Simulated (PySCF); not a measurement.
**Level sweep**

SiO.
InChI=1S/OSi/c1-2

PySCF, dipoles from the SCF density, polarisabilities from static response with core orbitals frozen. Geometry: PBE0-D3(BJ)/def2-SVP; no solvent, vibrations or thermal averaging.

Reference dipole: 3.088 D (measured, gas; NIST CCCBDB Release 22 (SRD 101), experimental dipoles). Reference dipole: 3.112 D (computed, CCSD(T)/CBS, all electrons, equilibrium geometry, gas; Hait, Head-Gordon, J. Chem. Theory Comput. 14 (2018) 1969). Reference polarisability: 4.372 Å³ (computed, CCSD(T)/CBS, static electronic, isotropic average, equilibrium geometry, gas; Hait, Head-Gordon, Phys. Chem. Chem. Phys. 20 (2018) 19800). Errors are taken against the first value of each kind. The anisotropy is √(½[(α1 − α2)² + (α2 − α3)² + (α3 − α1)²]).

| level | μ (D) | error (%) | α (Å³) | error (%) | anisotropy (Å³) |
| --- | --- | --- | --- | --- | --- |
| LDA/def2-SVPD | 2.998 | -2.9 | 4.46 | +1.9 | 1.08 |
| PBE/def2-SVPD | 2.930 | -5.1 | 4.49 | +2.6 | 1.08 |
| B3LYP/def2-SVPD | 3.237 | +4.8 | 4.35 | -0.4 | 0.97 |
| PBE0/def2-SVPD | 3.190 | +3.3 | 4.33 | -1.0 | 0.90 |
| BHandHLYP/def2-SVPD | 3.524 | +14.1 | 4.20 | -3.9 | 0.78 |
| CAM-B3LYP/def2-SVPD | 3.361 | +8.8 | 4.29 | -2.0 | 0.90 |
| wB97X-D/def2-SVPD | 3.240 | +4.9 | 4.36 | -0.2 | 0.85 |
| LC-wPBE/def2-SVPD | 3.283 | +6.3 | 4.24 | -3.0 | 0.79 |
| HF/def2-SVPD | 3.808 | +23.3 | 4.09 | -6.3 | 0.49 |
| PBE0/6-31G* | 2.651 | -14.2 | 3.45 | -21.1 | 1.05 |
| PBE0/def2-SVP | 2.697 | -12.7 | 3.43 | -21.5 | 0.93 |
| PBE0/6-31+G* | 3.171 | +2.7 | 3.91 | -10.5 | 1.75 |
| PBE0/aug-cc-pVDZ | 3.073 | -0.5 | 4.35 | -0.6 | 1.11 |
| PBE0/def2-TZVP | 3.103 | +0.5 | 4.00 | -8.6 | 0.98 |
| PBE0/def2-TZVPD | 3.187 | +3.2 | 4.41 | +0.9 | 0.97 |
| PBE0/aug-cc-pVTZ | 3.157 | +2.2 | 4.41 | +0.8 | 0.99 |

For the dipole, the smallest error is 0.5% (PBE0/aug-cc-pVDZ and PBE0/def2-TZVP) and the largest 23.3% (HF/def2-SVPD). For the polarisability, the smallest error is 0.2% (wB97X-D/def2-SVPD) and the largest 21.5% (PBE0/def2-SVP). The dipole runs from 2.65 D (PBE0/6-31G*) to 3.81 D (HF/def2-SVPD). In one basis (def2-SVPD) the functionals order the polarisability from HF (lowest) to PBE (highest), a spread of 10%. With PBE0 the polarisability is 3.63 Å³ without diffuse functions (mean of 6-31G*, def2-SVP and def2-TZVP) and 4.28 Å³ with them (mean of 6-31+G*, def2-SVPD, aug-cc-pVDZ, def2-TZVPD and aug-cc-pVTZ). Measured values can belong to vibrating molecules; the computed ones are for one fixed geometry.
